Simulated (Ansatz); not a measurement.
A made-up structure of C₂H₆B (charge -1), singlet:

C1  (-0.834, 0.767, -0.991)
B2  (0.521, -0.863, 0.693)
C3  (0.158, 0.571, 0.052)
H4  (-1.417, -0.052, -1.426)
H5  (-1.080, 1.739, -1.426)
H6  (0.702, 1.391, 0.447)
H7  (-0.096, -1.715, 0.229)
H8  (1.631, -1.132, 0.553)
H9  (0.339, -0.890, 1.828)
(Å)

It is relaxed with PBE-D4/def2-SVPD and then PBE0-D4/def2-TZVPD (Ansatz 0.2.0). Atoms count as bonded within 1.22 times the sum of their covalent radii (H–H: 0.88 Å). The end point is not checked to be a true minimum.

**Question.** Does its bonding change? (A judgement: the text doesn't fix the answer.)

**Answer.** Computed: No: no bond forms or breaks.

Where it ends: The first stage lowers the energy by 0.69 eV in 5 steps. It ends as C₂H₆B ([BH3][CH][CH2]), total charge -1:
```csv
atom,x (Å),y (Å),z (Å)
C1,-0.7992,0.7650,-0.9555
B2,0.5005,-0.8795,0.6745
C3,0.1014,0.5181,0.0043
H4,-1.3827,-0.0455,-1.3929
H5,-0.9972,1.7652,-1.3463
H6,0.6279,1.4129,0.3677
H7,-0.1492,-1.8159,0.1940
H8,1.7141,-1.0834,0.5129
H9,0.3087,-0.8198,1.8994
```

Labels in which every atom is bracketed show which atoms are joined, not bond orders.

For scale, one of the runs: PBE0-D4/def2-TZVPD relaxation, 165 basis functions, launched by `ansatz run in.yaml --threads 2 --pin off --events-out ev --progress --plain --max-ram 4352MiB`. The run took about 16 s on 2 CPU threads of an Arm Neoverse V1 (shared host).
